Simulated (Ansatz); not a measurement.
# C₃H₄O: basis-set convergence

Aim: see how fast density functionals and correlated methods converge with the basis set for C₃H₄O.

Computed with Ansatz 0.2.0, Gaussian basis. Level: one geometry, several basis sets.

The runs, in order: PBE0-D4/def2-SVP; ωB97M-V/def2-SVP; PBE0-D4/def2-QZVPP; ωB97M-V/def2-QZVPP; CCSD(T)/cc-pV(D+d)Z; CCSD(T)/cc-pV(T+d)Z; CCSD(T)/cc-pV(Q+d)Z; the functionals' def2-TZVPP values are taken from earlier runs.

**1. The geometry**

An earlier PBE0-D4 in a triple-zeta def2 set relaxation fixed the geometry.

SMILES `C#CCO`, 8 atoms, charge 0, spin multiplicity 1.

Atoms are counted from 1 here; the program's logs count them from 0.

Bond lengths: C1–C2 1.200 Å, C1–H5 1.064 Å, C2–C3 1.458 Å, C3–O4 1.410 Å, C3–H6 1.099 Å, C3–H7 1.093 Å, O4–H8 0.961 Å. Angles: C2–C1–H5 179.3°, C1–C2–C3 178.1°, C2–C3–O4 113.4°, C2–C3–H6 108.8°, C2–C3–H7 109.6°, O4–C3–H6 111.4°, O4–C3–H7 106.3°, H6–C3–H7 107.1°, C3–O4–H8 108.1°.

**2. PBE0-D4 in def2-SVP**

File in.yaml:

```yaml
crystal:
  periodic: [false, false, false]
  atoms:
    - {symbol: C, position_ang: [-0.623358, 1.379016, -1.092795]}
    - {symbol: C, position_ang: [-0.100172, 0.620157, -0.323987]}
    - {symbol: C, position_ang: [0.527887, -0.337174, 0.578770]}
    - {symbol: O, position_ang: [-0.271060, -1.470218, 0.837453]}
    - {symbol: H, position_ang: [-1.089964, 2.059861, -1.764962]}
    - {symbol: H, position_ang: [1.506844, -0.621252, 0.168372]}
    - {symbol: H, position_ang: [0.710655, 0.136670, 1.546497]}
    - {symbol: H, position_ang: [-0.568733, -1.824060, -0.005048]}
basis:
  gaussian: {orbitals: def2-SVP}
hamiltonian: {xc: pbe0, dispersion: d4}
output: {orbitals: {seedname: orbitals}}
```

On the command line:

```bash
> ansatz run in.yaml --threads 2 --pin off --events-out ev --progress --plain --max-ram 20480MiB --backend cpu
```

After this run come: ωB97M-V in def2-SVP; PBE0-D4 in def2-QZVPP; ωB97M-V in def2-QZVPP; CCSD(T) in cc-pV(D+d)Z; CCSD(T) in cc-pV(T+d)Z; CCSD(T) in cc-pV(Q+d)Z.

Q: Predict the results of all the runs planned. Wanted: MP2 correlation recovered, cc-pV(D+d)Z; MP2 correlation recovered, cc-pV(T+d)Z; MP2 correlation recovered, cc-pV(Q+d)Z; CCSD(T) limit from def2 sets; PBE0-D4: double and triple zeta above quadruple; ωB97M-V: double and triple zeta above quadruple.

**Answer**, as computed:

| quantity | value |
| --- | --- |
| MP2 correlation recovered, cc-pV(D+d)Z | 72.1 % |
| MP2 correlation recovered, cc-pV(T+d)Z | 89.4 % |
| MP2 correlation recovered, cc-pV(Q+d)Z | 95.6 % |
| CCSD(T) limit from def2 sets (earlier runs) less the limit of this series | 4 meV |
| PBE0-D4: double and triple zeta above quadruple | 6.38, 0.30 eV |
| ωB97M-V: double and triple zeta above quadruple | 6.60, 0.28 eV |

For PBE0-D4 the step from double to triple zeta gains 6.08 eV and the next only 0.30 eV. In cc-pV(D+d)Z MP2 holds 72 % of its limit, in cc-pV(Q+d)Z 96 %, while Hartree-Fock is within 0.113 eV in the largest set. A limit from the def2 sets, made apart, differs by 4 meV, a least measure of the doubt on such a limit. These are total energies; as a rule much of such shifts cancels in differences, which this series doesn't test. The LUMO of ωB97M-V is positive and keeps falling with the basis (2.80 to 1.65 eV): an unbound level that the basis holds in place.
